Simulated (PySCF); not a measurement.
Gas-phase reaction: 5 SiH₂Cl₂ + C₅H₈ (cyclic) ⇌ 2 (CH₃)₂SiCl₂ + CH₃SiH₃ + 2 SiCl₃

Energies from PySCF, thermal terms from the rigid-rotor harmonic-oscillator model, ideal gas at 1 bar. † marks an energy on the PBE0/def2-TZVP geometry and frequencies; other levels use their own. MP2 freezes the core. 6-31G* has spherical d functions here. Open shells (unrestricted): SiCl₃ (multiplicity 2); the rest are closed-shell singlets. B3LYP is the form with VWN-RPA correlation. MP2 isn't extrapolated to the basis-set limit; its ΔH°(298 K) is -44.4 kJ in def2-SVP and -71.9 kJ in def2-TZVPP. The harmonic model lacks anharmonicity and excited electronic states, which grow with temperature; levels with a mode under 35 cm⁻¹ are left out. Internal rotation in (CH₃)₂SiCl₂, CH₃SiH₃ is treated as a harmonic vibration of one conformer, which makes the entropy rough.

| level | ΔE electronic, kJ | ΔH°(298 K), kJ | ΔS°(298 K), J/K | ΔG°(1200 K), kJ |
|---|---|---|---|---|
| B3LYP/6-31G* | -97 | -68 | -110 | 42 |
| M06-2X/def2-TZVP† | -117 | -89 | -110 | 19 |
| MP2/def2-SVP† | -72 | -44 | -110 | 63 |
| MP2/def2-TZVPP† | -100 | -72 | -110 | 36 |
| PBE/def2-TZVP† | -129 | -101 | -110 | 7 |
| LDA/def2-TZVP† | -136 | -108 | -110 | 0 |
| ωB97X-V/def2-TZVP† | -88 | -60 | -110 | 48 |
ΔH° is lowest at LDA/def2-TZVP† and highest at MP2/def2-SVP†. No reference value is set beside these.
